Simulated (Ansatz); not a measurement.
**NH3Cl (doublet): from Hartree-Fock to the top rungs at distance N1–H4 along a hydrogen transfer = 1.012 Å, cc-pVDZ**

Aim: climb from Hartree-Fock through coupled cluster and multireference methods for NH3Cl (doublet) at one geometry and basis, and see what each rung misses.

The runs use Ansatz 0.2.0, Gaussian basis; cc-pVDZ, core rule «outside noble gas», up to 6 orbitals frozen.

To be run: UHF; CCSD(T) on ROHF; CCSD(T) on UHF; BCCD(T) on ROHF; CISD; CCSDT(Q) on ROHF; CCSDT(Q) on UHF; CASSCF and MRCISD+Q, 3 electrons in 3 orbitals; CASSCF and NEVPT2, 3 electrons in 3 orbitals; CASSCF and NEVPT2, 15 electrons in 11 orbitals.

12 further runs of the same task are left out: 1 for a known fault of the program, 1 for a mislabelled method, 6 that didn't finish, 4 set aside as unsound or not needed.

## (1) What is computed

The geometry derives from fragments relaxed apart (PBE0/def2-TZVP) and kept rigid, so it is no stationary point. A hydrogen atom is moved between rigid fragments.

5 atoms, charge 0, spin multiplicity 2.

Atoms are counted from 1 here; the program's logs count them from 0.

Bond lengths: N1–H2 1.012 Å, N1–H3 1.012 Å, N1–H4 1.012 Å. Angles: H2–N1–H3 107.1°, H2–N1–H4 107.1°, H3–N1–H4 107.1°.

## (2) UHF

File in.yaml:

```yaml
crystal:
  periodic: [false, false, false]
  atoms:
    - {symbol: N, position_ang: [-2.040627, -0.010862, -0.016905]}
    - {symbol: H, position_ang: [-2.337907, 0.956972, -0.016905]}
    - {symbol: H, position_ang: [-2.337906, -0.413161, 0.863355]}
    - {symbol: H, position_ang: [-1.028167, -0.010861, -0.016905]}
    - {symbol: Cl, position_ang: [0.968373, -0.010861, -0.016905]}
basis:
  gaussian: {orbitals: cc-pVDZ}
magnetization: {spin_polarized: true, initial_magnetization: 1}
hamiltonian: {xc: hf}
output: {orbitals: {seedname: orbitals}}
```

Started as:

```
> ansatz run in.yaml --threads 1 --pin off --events-out ev --progress --plain --max-ram 2393MiB
```

After this run come: CCSD(T) on ROHF; CCSD(T) on UHF; BCCD(T) on ROHF; CISD; CCSDT(Q) on ROHF; CCSDT(Q) on UHF; CASSCF and MRCISD+Q, 3 electrons in 3 orbitals; CASSCF and NEVPT2, 3 electrons in 3 orbitals; CASSCF and NEVPT2, 15 electrons in 11 orbitals.

Q: Predict the results of all the runs planned. Wanted: UCCSDT(Q) below the RHF energy; RMP2 from UCCSDT(Q); UMP2 from UCCSDT(Q); RCCSD from UCCSDT(Q); RCCSD(T) from UCCSDT(Q); UCCSD(T) from UCCSDT(Q); RCCSDT(Q) from UCCSDT(Q); NEVPT2 valence from UCCSDT(Q); T1 diagnostic.

As calculated:

```
                         quantity                                                   value
   UCCSDT(Q) below the RHF energy                                              -9.4054 eV
              RMP2 from UCCSDT(Q)                                             +1063.7 meV
              UMP2 from UCCSDT(Q)                                             +1080.3 meV
             RCCSD from UCCSDT(Q)                                              +187.8 meV
          RCCSD(T) from UCCSDT(Q)                                               +31.1 meV
          UCCSD(T) from UCCSDT(Q)                                               +30.6 meV
         RCCSDT(Q) from UCCSDT(Q)                                                +0.8 meV
    NEVPT2 valence from UCCSDT(Q)                                             +1609.6 meV
levels within 1 kcal/mol (43 meV)  RCCSD(T), UCCSD(T), BCCD(T), RCCSDT, UCCSDT, RCCSDT(Q)
                    T1 diagnostic                                                   0.031
   effectively unpaired electrons                                                    1.01
```

RCCSD(T) misses by +31.1 meV, 0.3 % of the correlation energy. One determinant dominates. These misses are within one basis, not against nature; the frozen cores of restricted and unrestricted runs differ, which can shift their rows.
